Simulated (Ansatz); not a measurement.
# SiH4 (SMILES [H][Si]([H])([H])[H]) at CCSDT/6-31G

What is the vertical ionisation energy of SiH4 at CCSDT/6-31G? 

The calculation is run with Ansatz 0.2.0.

51 further runs of the same task are left out: 51 set aside as unsound or not needed.

**1. The molecule**

The species is SiH4 (5 atoms), meant as a singlet with charge 0. SMILES: `[H][Si]([H])([H])[H]`. The shape is that of a GFN2-xTB optimisation.

Bond lengths: Si1–H2 1.461 Å, Si1–H3 1.461 Å, Si1–H4 1.461 Å, Si1–H5 1.461 Å. Angles: H2–Si1–H3 109.5°, H2–Si1–H4 109.5°, H2–Si1–H5 109.5°, H3–Si1–H4 109.5°, H3–Si1–H5 109.5°, H4–Si1–H5 109.5°.

**2. The energy at CCSDT/6-31G**

input.yaml reads:

```yaml
crystal:
  periodic: [false, false, false]
  atoms:
    - {symbol: Si, position_ang: [0.000060, -0.000040, 0.000090]}
    - {symbol: H, position_ang: [0.011300, -0.019430, 1.460880]}
    - {symbol: H, position_ang: [1.373450, 0.011260, -0.497760]}
    - {symbol: H, position_ang: [-0.696580, 1.196700, -0.465720]}
    - {symbol: H, position_ang: [-0.688230, -1.188490, -0.497490]}
basis:
  gaussian: {orbitals: 6-31G}
correlation: {method: ccsdt, frozen_orbitals: {H: 0, Si: 5}}
accuracy: high
scf: {omitted_lower_state_checks: [cluster_reference, increment]}
```

On the command line:

```bash
$ ansatz run input.yaml --threads 1 --pin off --max-ram 2610MiB --events-out events.jsonl --progress --plain --runs-dir runs
```

Log, cut to the lines that bear on the results:

```text
Warning: RAYON_NUM_THREADS=1 ignored (pool sized by the plan → 1); use --threads N
Functional definition: HF
  name "HF"
[...]
483 factors; integrals over basis functions are off by at most 3.5e-9 eV
[...]
mean field -7923.20820370 eV, -291.1725309425 hartree, gradient 5.1e-9 eV, S^2 0.000000; 0 other end points of the search recorded, 0 dependent functions left out
5 core orbitals not correlated: weight in the atoms' cores, before any rotation towards them, 1.000 or more for the frozen orbitals, at most 0.000 for the correlated occupied ones
reference -7923.20820370 eV, -291.1725309425 hartree; 4, 4 occupied and 12, 12 virtual orbitals, 483 factors
second order -1.65268952 eV of doubles, -0.00000000 eV of singles
cycle   1  -2.07358877 eV  change   -4.2e-1 eV  update   5.2e-2
[...]
cycle  17  -2.30449395 eV  change  -3.0e-10 eV  update  1.9e-10
Total energy: -7925.51269765 eV, -291.2572195333 hartree
Checks for a lower state left out: cluster_reference, increment
```

Run time: 0.3 s. Hardware: 1 thread of Intel Xeon Platinum 8488C (Sapphire Rapids), shared host.

**3. The doublet cation, same level**

molecule.yaml reads:

```yaml
crystal:
  periodic: [false, false, false]
  atoms:
    - {symbol: Si, position_ang: [0.000060, -0.000040, 0.000090]}
    - {symbol: H, position_ang: [0.011300, -0.019430, 1.460880]}
    - {symbol: H, position_ang: [1.373450, 0.011260, -0.497760]}
    - {symbol: H, position_ang: [-0.696580, 1.196700, -0.465720]}
    - {symbol: H, position_ang: [-0.688230, -1.188490, -0.497490]}
basis:
  gaussian:
    orbitals: 6-31G
total_charge: 1
magnetization:
  spin_polarized: true
  initial_magnetization: 1
correlation:
  method: ccsdt
  frozen_orbitals: {H: 0, Si: 5}
accuracy: high
scf:
  omitted_lower_state_checks: [cluster_reference, increment]
```

On the command line:

```bash
$ ansatz run molecule.yaml --threads 1 --pin off --max-ram 2610MiB --events-out events.jsonl --progress --plain --runs-dir runs
```

Log, cut to the lines that bear on the results:

```text
Warning: RAYON_NUM_THREADS=1 ignored (pool sized by the plan → 1); use --threads N
Functional definition: HF
  name "HF"
[...]
483 factors; integrals over basis functions are off by at most 3.5e-9 eV
[...]
mean field -7911.07790732 eV, -290.7267507728 hartree, gradient 4.4e-8 eV, S^2 0.759556; 6 other end points of the search recorded, 0 dependent functions left out
5 core orbitals not correlated: weight in the atoms' cores, before any rotation towards them, 1.000 or more for the frozen orbitals, at most 0.000 for the correlated occupied ones
reference -7911.07790732 eV, -290.7267507728 hartree; 4, 3 occupied and 12, 13 virtual orbitals, 483 factors
second order -1.37790327 eV of doubles, -0.00000000 eV of singles
cycle   1  -1.75881008 eV  change   -3.8e-1 eV  update   5.6e-2
[...]
cycle  55  -2.03378085 eV  change   2.2e-10 eV  update  8.7e-10
Total energy: -7913.11168817 eV, -290.8014908405 hartree
Checks for a lower state left out: cluster_reference, increment
```

Wall time 1.3 s (1 thread of Intel Xeon Platinum 8488C (Sapphire Rapids), shared host).

**4. Outcome**

Level: CCSDT/6-31G, 5 core orbitals frozen.

```
                                                   quantity          value
                                 singlet SiH4: total energy  -291.25722 Eh
  singlet SiH4: correlation energy (5 core orbitals frozen)      -84.7 mEh
                                singlet SiH4: T1 diagnostic          0.008
                               doublet cation: total energy  -290.80149 Eh
doublet cation: correlation energy (5 core orbitals frozen)      -74.7 mEh
          doublet cation: ⟨S²⟩ of the reference determinant          0.760
                              doublet cation: T1 diagnostic          0.020
         vertical ionisation energy (to the doublet cation)      12.401 eV
```

The vertical ionisation energy comes to 12.40 eV (286 kcal/mol).
